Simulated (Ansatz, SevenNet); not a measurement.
Equilibrium volume per atom (Å³/atom) of solids drawn from the class of tetrahedrally bonded semiconductors and semimetals, at two levels: the machine-learned potential SevenNet-0 (trained on PBE and PBE+U data), and r²SCAN in Ansatz (PAW).

```json
[
 {"solid": "wurtzite CdSe", "SevenNet-0": "29.97", "r²SCAN": "28.87", "shift (%)": "-3.7"},
 {"solid": "2H-SiC", "SevenNet-0": "10.50", "r²SCAN": "10.34", "shift (%)": "-1.5"},
 {"solid": "wurtzite ZnO", "SevenNet-0": "12.41", "r²SCAN": "11.81", "shift (%)": "-4.8"},
 {"solid": "wurtzite AlN", "SevenNet-0": "10.62", "r²SCAN": "10.40", "shift (%)": "-2.1"},
 {"solid": "wurtzite CdS", "SevenNet-0": "26.27", "r²SCAN": "25.40", "shift (%)": "-3.3"},
 {"solid": "wurtzite GaN", "SevenNet-0": "11.75", "r²SCAN": "11.37", "shift (%)": "-3.2"},
 {"solid": "wurtzite BN (high-pressure phase)", "SevenNet-0": "5.97", "r²SCAN": "5.90", "shift (%)": "-1.2"}
]
```

The shifts run from -4.8 % to -1.2 %, with a median of -3.2 %.

Of 7 rows, r²SCAN is the larger in 0 and the smaller in 7.

Ansatz's runs of these crystals have no spin polarisation.

Ansatz's density-functional and Hartree–Fock values are scalar-relativistic unless marked +SOC, with PAW data made under PBE.

Ansatz is an electronic-structure program.
